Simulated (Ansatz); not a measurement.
**C₃H₄FN: one species, many methods**

One table from this session's results is given with a row withheld; the runs are named, their logs left out.

Computed with Ansatz 0.2.0, Gaussian basis. Level: functionals in def2-TZVPP, the program's frozen cores in correlated methods.

The runs, in order: LDA (SPW92), PBE-D4, revPBE-D4, BLYP-D4, r2SCAN-D4, B97M-V, PBE0-D4, B3LYP-D4, r2SCANh-D4, r2SCAN0-D4, HSE06-D4, BHLYP-D4, CAM-B3LYP-D4, LC-ωPBE, ωB97X-V, ωB97M-V, B2PLYP, PBE-QIDH; CCSD(T)/def2-SVP; CCSD(T)/def2-TZVPP; MP2/def2-QZVPP; extrapolation to the limit; RPA on PBE.

## Structure used throughout

The geometry comes from an earlier relaxation with PBE0-D4 in a triple-zeta def2 set; it is a stationary point, not always the lowest conformer.

9 atoms, charge 0, spin multiplicity 1.

Atoms are counted from 1 here; the program's logs count them from 0.

Bond lengths: F1–C2 1.370 Å, C2–C3 1.499 Å, C2–C5 1.541 Å, C2–H6 1.094 Å, C3–N4 1.280 Å, C3–H7 1.088 Å, N4–C5 1.489 Å, C5–H8 1.092 Å, C5–H9 1.090 Å. Angles: F1–C2–C3 118.3°, F1–C2–C5 117.5°, F1–C2–H6 108.2°, C3–C2–C5 81.7°, C3–C2–H6 114.6°, C5–C2–H6 114.8°, C2–C3–N4 98.2°, C2–C3–H7 134.6°, N4–C3–H7 127.0°, C3–N4–C5 91.5°, C2–C5–N4 88.0°, C2–C5–H8 118.0°, C2–C5–H9 113.3°, N4–C5–H8 114.1°, N4–C5–H9 111.8°, H8–C5–H9 110.1°.

The first run:

Contents of in.yaml:

```yaml
crystal:
  periodic: [false, false, false]
  atoms:
    - {symbol: F, position_ang: [-1.528387, -0.184962, 1.115567]}
    - {symbol: C, position_ang: [-0.416927, 0.339754, 0.509268]}
    - {symbol: C, position_ang: [0.887512, -0.379999, 0.671887]}
    - {symbol: N, position_ang: [1.146097, -0.572273, -0.566564]}
    - {symbol: C, position_ang: [-0.176602, -0.020345, -0.969994]}
    - {symbol: H, position_ang: [-0.378383, 1.410212, 0.733167]}
    - {symbol: H, position_ang: [1.519071, -0.636007, 1.520464]}
    - {symbol: H, position_ang: [-0.118110, 0.796182, -1.692968]}
    - {symbol: H, position_ang: [-0.845771, -0.798761, -1.337927]}
basis:
  gaussian: {orbitals: def2-TZVPP}
hamiltonian: {xc: lda}
output: {orbitals: {seedname: orbitals}}
```

Launch:

```sh
$ ansatz run in.yaml --threads 2 --pin off --events-out ev --progress --plain --max-ram 4352MiB
```

Steps of the session up to this table: LDA; PBE-D4 (GGA); revPBE-D4 (GGA); BLYP-D4 (GGA); r2SCAN-D4 (meta-GGA); B97M-V (meta-GGA); PBE0-D4 (hybrid); B3LYP-D4 (hybrid); r2SCANh-D4 (hybrid); r2SCAN0-D4 (hybrid); HSE06-D4 (hybrid); BHLYP-D4 (hybrid); CAM-B3LYP-D4 (range-separated); LC-ωPBE (range-separated); ωB97X-V (range-separated); ωB97M-V (range-separated); B2PLYP (double hybrid); PBE-QIDH (double hybrid).

One of the session's tables, all rows but one given; the rest of the session is left out.

It belongs to the step «Frontier levels by functional». 

```
  functional  HOMO (eV)  gap (eV)
 LDA (SPW92)      -6.43      4.18
      PBE-D4      -6.30      4.30
   revPBE-D4      -6.25      4.35
     BLYP-D4      -6.22      4.35
   r2SCAN-D4      -6.61      4.82
      B97M-V      -6.79      5.10
     PBE0-D4      -7.87      7.01
    B3LYP-D4      -7.64      6.51
  r2SCANh-D4      -7.19      5.83
  r2SCAN0-D4      -8.07      7.33
    HSE06-D4      -7.46      6.21
    BHLYP-D4      -9.38      9.74
CAM-B3LYP-D4      -9.36      9.70
     LC-ωPBE     -10.70     12.31
     ωB97X-V     -10.35     11.87
     ωB97M-V          ?         ?
```

**Question.** Estimate the row for ωB97M-V.

**Answer.** HOMO (eV): -10.28; gap (eV): 11.69. In the column «HOMO (eV)» it lies between ωB97X-V (-10.35) and BHLYP-D4 (-9.38).
